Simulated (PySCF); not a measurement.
acetone cation (C3H6O), SMILES CC(=O)C (connectivity only; charge and spin as stated), charge +1, multiplicity 2. Atoms are numbered in the order given.

```xyz
10

C     -1.3199     0.0045    -0.5856
C      0.0000     0.0000     0.1421
C      1.3199    -0.0045    -0.5856
O      0.0000     0.0000     1.3554
H     -1.2559     0.7639    -1.3819
H     -1.4086    -0.9960    -1.0479
H     -2.1596     0.1890     0.0953
H      2.1596    -0.1890     0.0953
H      1.4086     0.9960    -1.0479
H      1.2559    -0.7639    -1.3819
```
Charge +1, spin multiplicity 2.

The structure is a stationary point at r2SCAN-D4/def2-SVP. The multiplicity is an assumed one; other spin states were not compared.

All values below come from PBE/pcH-1 run with PySCF.

Unrestricted Kohn–Sham, ⟨S²⟩ = 0.753. Hyperfine tensors hold the contact and dipolar terms, without spin-orbit corrections.

Computed hyperfine couplings:
```tsv
nucleus	A(iso) (MHz)	A(iso) (G)	dipolar principal values (MHz)
13C no. 1	41.1	14.6	-16.9, -16.0, 32.9
13C no. 2	-50.6	-18.1	-20.9, 1.8, 19.1
13C no. 3	41.1	14.6	-16.9, -16.0, 32.9
17O no. 4	-23.6	-8.4	-226.2, 105.5, 120.7
1H no. 5	18.1	6.5	-7.7, -1.5, 9.3
1H no. 6	7.2	2.6	-7.7, -1.1, 8.7
1H no. 7	-11.0	-3.9	-9.9, -1.0, 11.0
1H no. 8	-11.0	-3.9	-9.9, -1.0, 11.0
1H no. 9	7.2	2.6	-7.7, -1.1, 8.7
1H no. 10	18.1	6.5	-7.7, -1.5, 9.3
```

And the g tensor (effective nuclear charges for spin-orbit coupling, GIAO)? (Estimate from the structure and the level; the computed values follow.)

principal values 2.0018, 2.0025, 2.0078; isotropic 2.0040.
